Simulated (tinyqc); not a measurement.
Worked calculation: harmonic frequencies on the RHF/sto-3g surface (energies and gradients from PySCF), for LiH, spin multiplicity 1. One step of it, computed by the program tinyqc.

Task: One row of the Hessian: 2Hz. Displace 2Hz by +/-0.01 bohr; H(k, :) = (g(+) - g(-)) / (2 delta).

optimised positions (bohr):
```
            x         y         z
1Li  0.000000  0.000000  0.270326
2H   0.000000  0.000000  3.125512
```

gradient at +delta (hartree/bohr):
```
              x           y            z
1Li  0.00000000  0.00000000  -0.00117225
2H   0.00000000  0.00000000   0.00117225
```

gradient at -delta (hartree/bohr):
```
              x           y            z
1Li  0.00000000  0.00000000   0.00115146
2H   0.00000000  0.00000000  -0.00115146
```

Give: row of the Hessian.

Result:

row of the Hessian (hartree/bohr^2): 1Lix 0.00000, 1Liy 0.00000, 1Liz -0.11619, 2Hx 0.00000, 2Hy 0.00000, 2Hz 0.11619
